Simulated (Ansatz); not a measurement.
Ansatz (a program for electronic structure) input (HF/aug-cc-pV(T+d)Z): A basis named .json is the Basis Set Exchange file of that set (core-valence sets with the plain set on hydrogen).

Ansatz 0.2 input:
```yaml
crystal:
  periodic: [false, false, false]
  atoms:
    - {symbol: C, position_ang: [-0.00358972, 0.00080934, 0.26295365]}
    - {symbol: Cl, position_ang: [-0.00984441, 1.69003269, -0.03627790]}
    - {symbol: Cl, position_ang: [1.46912032, -0.83620564, -0.00831232]}
    - {symbol: Cl, position_ang: [-1.45800895, -0.85411270, -0.04821695]}
basis:
  gaussian:
    orbitals: aug-cc-pV_T+d_Z.json
    fitting: {mean_field: def2-universal-JKFIT.json}
hamiltonian:
  xc: {name: HF}
magnetization: {spin_polarized: true, initial_magnetization: 1}
```

Output:

```
Functional definition: HF
integrals: 0.11 GiB planned
459 factors; integrals over basis functions are off by at most 1.4e0 eV
mean field: 0.72 GiB planned
mean field evaluation 1: about -38539.5549 eV, gradient 1.6e1 eV
mean field evaluation 2: about -38540.8046 eV, gradient 1.2e1 eV
mean field evaluation 4: about -38541.6768 eV, gradient 1.3e0 eV
mean field evaluation 8: about -38541.7450 eV, gradient 1.9e-3 eV
mean field -38541.74498158 eV, -1416.3830035399 hartree, gradient 2.1e-5 eV, S^2 0.771037; 0 other end points of the search recorded, 0 dependent functions left out
reference -38541.74498158 eV, -1416.3830035399 hartree; 29, 28 occupied and 182, 183 virtual orbitals, 459 factors
Total energy: -38541.74498158 eV, -1416.3830035399 hartree
```
